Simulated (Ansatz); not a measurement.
Species: C$_{2}$H$_{6}$O, charge 0, singlet. C2H6O (SMILES CCO).
B3LYP-D3(BJ)/def2-TZVP minimum from Ansatz (a program for electronic structure):
```
C
H 1 1.0973
H 1 1.0973 2 107.69
O 1 1.4270 2 110.49 3 -120.76
H 4 0.9624 1 108.87 2 59.54
C 1 1.5131 2 110.09 3 120.04
H 6 1.0909 1 110.47 2 60.81
H 6 1.0909 7 108.30 1 -121.11
H 6 1.0917 7 108.54 8 -117.66
```

Total energies in cc-pVDZ, 20 correlated electrons, 3 frozen orbitals. Open shells are spin-unrestricted; no spin-orbit coupling. Cores are frozen in correlated methods. No relativity.

```tsv
method	program	energy (Eh)	minus CCSDT(Q) (mEh)
HF	Ansatz	-154.09209	532.51
MP2	Ansatz	-154.57267	51.94
CCSD	Ansatz	-154.61046	14.15
CCSD(T)	Ansatz	-154.62297	1.63
CCSDT(Q)	Ansatz	-154.62460	0.00
```

Rough core times of Ansatz's runs on a shared machine: CCSD(T) under 20 s, CCSDT(Q) 5 min.
